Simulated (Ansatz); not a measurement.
Frontier orbitals of C5H5F (`FC1=CCC=C1`).

Cartesian coordinates in Å:
```
F 0.779 -2.237 -1.015
C 0.387 -1.073 -0.506
C 0.667 0.143 -0.985
C 0.010 1.129 -0.078
C -0.663 0.283 0.956
C -0.434 -1.010 0.692
H 1.254 0.381 -1.859
H 0.733 1.816 0.380
H -0.715 1.760 -0.608
H -1.240 0.682 1.778
H -0.778 -1.874 1.245
```

The species carries charge 0 and has multiplicity 1. The geometry is a stationary point of PBE0-D4/def2-TZVP. Basis def2-TZVPP, Ansatz 0.2.0.

| functional | HOMO (eV) | LUMO (eV) | gap (eV) |
| --- | --- | --- | --- |
| PBE | -5.44 | -1.55 | 3.89 |
| revPBE | -5.36 | -1.47 | 3.89 |
| BLYP | -5.28 | -1.43 | 3.85 |
| PBE0 | -6.51 | -0.63 | 5.88 |
| ωB97M-V | -8.70 | 1.48 | 10.18 |

A quarter of exact exchange (PBE0) shifts PBE's HOMO by −1.07 eV and its LUMO by +0.93 eV; full exchange at long range (ωB97M-V) shifts them by −3.26 and +3.03 eV. The gap opens from 3.88 to 10.18 eV, since occupied levels lose self-interaction and empty ones feel all the electrons. A positive LUMO is unbound and depends on the basis.
